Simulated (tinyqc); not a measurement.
Inside a calculation. Method: CID on RHF in the sto-3g basis, for HF, spin multiplicity 1. One step of it, computed by the program tinyqc.

Task: CID: determinants and Hamiltonian. Slater-Condon rules over spin orbitals, with the nuclear repulsion added and E(HF) subtracted on the diagonal. Only determinants linked to the reference directly or through others are kept (one block of an abelian symmetry group), so some states are absent.

one-electron integrals over orbitals h = C^T H C (hartree):
```
            1          2          3          4          5          6
1  -40.480739   0.716297  -0.162925   0.000000   0.000000  -0.174109
2    0.716297  -9.128822   0.537092   0.000000   0.000000   0.935584
3   -0.162925   0.537092  -7.106307   0.000000   0.000000   2.115662
4    0.000000   0.000000   0.000000  -8.649636   0.000000   0.000000
5    0.000000   0.000000   0.000000   0.000000  -8.649636   0.000000
6   -0.174109   0.935584   2.115662   0.000000   0.000000  -6.057031
```

Two-electron integrals over orbitals (pq|rs), unique and non-zero (hartree):
```
(11|11) 5.363815    (21|11) -0.516273   (21|21) 0.078396    (22|11) 1.221339
(22|21) -0.021822   (22|22) 0.864686    (31|11) 0.123129    (31|21) -0.017773
(31|22) 0.008790    (31|31) 0.019183    (32|11) -0.133190   (32|21) 0.006371
(32|22) -0.040112   (32|31) 0.020707    (32|32) 0.145349    (33|11) 0.928490
(33|21) -0.009244   (33|22) 0.717581    (33|31) -0.003171   (33|32) -0.025304
(33|33) 0.707913    (41|41) 0.029558    (42|41) 0.039769    (42|42) 0.186547
(43|41) -0.008659   (43|42) -0.033794   (43|43) 0.039515    (44|11) 1.264019
(44|21) -0.014867   (44|22) 0.888934    (44|31) 0.003610    (44|32) -0.072665
(44|33) 0.706761    (44|44) 0.997514    (51|51) 0.029558    (52|51) 0.039769
(52|52) 0.186547    (53|51) -0.008659   (53|52) -0.033794   (53|53) 0.039515
(54|54) 0.053770    (55|11) 1.264019    (55|21) -0.014867   (55|22) 0.888934
(55|31) 0.003610    (55|32) -0.072665   (55|33) 0.706761    (55|44) 0.889973
(55|55) 0.997514    (61|11) 0.128941    (61|21) -0.020737   (61|22) 0.002128
(61|31) -0.011064   (61|32) -0.024056   (61|33) 0.007928    (61|44) 0.003667
(61|55) 0.003667    (61|61) 0.021904    (62|11) -0.187974   (62|21) 0.004646
(62|22) -0.102893   (62|31) -0.020027   (62|32) -0.066383   (62|33) -0.026200
(62|44) -0.101033   (62|55) -0.101033   (62|61) 0.017937    (62|62) 0.092650
(63|11) -0.398052   (63|21) 0.006765    (63|22) -0.210921   (63|31) 0.001729
(63|32) 0.088712    (63|33) -0.104201   (63|44) -0.227649   (63|55) -0.227649
(63|61) -0.005533   (63|62) 0.044965    (63|63) 0.211474    (64|41) -0.008381
(64|42) -0.033882   (64|43) -0.019818   (64|64) 0.029975    (65|51) -0.008381
(65|52) -0.033882   (65|53) -0.019818   (65|65) 0.029975    (66|11) 0.858650
(66|21) -0.009088   (66|22) 0.655352    (66|31) 0.012282    (66|32) 0.055384
(66|33) 0.659785    (66|44) 0.635559    (66|55) 0.635559    (66|61) -0.008307
(66|62) -0.059470   (66|63) -0.021639   (66|66) 0.692255
```

nuclear repulsion = 4.25992388 hartree

Hartree-Fock energy = -98.54754479 hartree

Give: determinants; H - E(HF) between determinants.

Result:

Occupation strings over the orbitals (2 doubly, a alpha, b beta, 0 empty; spin orbitals ordered 1a 1b 2a 2b ...): 222220 222202 222022 220222 2ab222 a2b222 2ba222 202222 ab2222 b2a222 ba2222 022222

H - E(HF) between determinants (hartree):
```
         222220   222202   222022   220222   2ab222   a2b222   2ba222   202222
222220   0.0000   0.0300   0.0300   0.2115  -0.0450   0.0055   0.0450   0.0926
222202   0.0300   1.0254   0.0538   0.0395   0.0338   0.0087  -0.0338   0.1865
222022   0.0300   0.0538   1.0254   0.0395   0.0338   0.0087  -0.0338   0.1865
220222   0.2115   0.0395   0.0395   1.1231   0.0911   0.0333  -0.0911   0.1453
2ab222  -0.0450   0.0338   0.0338   0.0911   1.9275   0.0269  -0.1453   0.1059
a2b222   0.0055   0.0087   0.0087   0.0333   0.0269  26.1515  -0.0207  -0.0064
2ba222   0.0450  -0.0338  -0.0338  -0.0911  -0.1453  -0.0207   1.9275  -0.1059
202222   0.0926   0.1865   0.1865   0.1453   0.1059  -0.0064  -0.1059   2.8692
ab2222  -0.0179  -0.0398  -0.0398  -0.0207   0.0064  -0.1990   0.0213  -0.0143
b2a222  -0.0055  -0.0087  -0.0087  -0.0333  -0.0207  -0.0192   0.0269   0.0064
ba2222   0.0179   0.0398   0.0398   0.0207   0.0213   0.0178   0.0064   0.0143
022222   0.0219   0.0296   0.0296   0.0192   0.0178  -0.0930  -0.0178   0.0784

         ab2222   b2a222   ba2222   022222
222220  -0.0179  -0.0055   0.0179   0.0219
222202  -0.0398  -0.0087   0.0398   0.0296
222022  -0.0398  -0.0087   0.0398   0.0296
220222  -0.0207  -0.0333   0.0207   0.0192
2ab222   0.0064  -0.0207   0.0213   0.0178
a2b222  -0.1990  -0.0192   0.0178  -0.0930
2ba222   0.0213   0.0269   0.0064  -0.0178
202222  -0.0143   0.0064   0.0143   0.0784
ab2222  27.2390   0.0178  -0.0784   0.4802
b2a222   0.0178  26.1515  -0.1990   0.0930
ba2222  -0.0784  -0.1990  27.2390  -0.4802
022222   0.4802   0.0930  -0.4802  55.3946
```
